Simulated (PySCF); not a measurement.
Potential energy curve for SMILES O (H2O). The O1–H3 bond (O1 also carries H; H3 carries nothing else) is varied alone, starting from the PBE0/def2-TZVP optimised geometry.

Levels: UKS-LDA (SVWN5) = unrestricted LDA (SVWN5)/6-31G (PySCF); UCCSD(T) = PySCF with CCSD(T) on UHF/6-31G, 1 core orbital frozen.

Energies relative to the lowest point of each curve near equilibrium, in kcal/mol:

```tsv
R / Å	UKS-LDA (SVWN5)
0.77	42.6
0.86	11.4
0.90	4.8
0.92	2.7
0.96	0.3
1.01	0.2
1.28	24.4
1.45	45.7
2.35	118.2
2.59	123.5
2.89	127.1
3.34	129.6
```

**Question.** Predict the corresponding UCCSD(T) column.

**Answer.** 0.77: 40.6; 0.86: 10.2; 0.90: 4.0; 0.92: 2.0; 0.96: 0.0; 1.01: 0.2; 1.28: 25.0; 1.45: 45.1; 2.35: 97.8; 2.59: 99.7; 2.89: 100.3; 3.34: 100.6 (kcal/mol).

The unrestricted determinant behind UKS-LDA (SVWN5) is spin-contaminated at 1.92 to 3.34 Å (<S²> up to 1.0, against 0.00 for a pure singlet). The unrestricted determinant behind UCCSD(T) is spin-contaminated at 1.45 to 3.34 Å (<S²> up to 1.0, against 0.00 for a pure singlet).
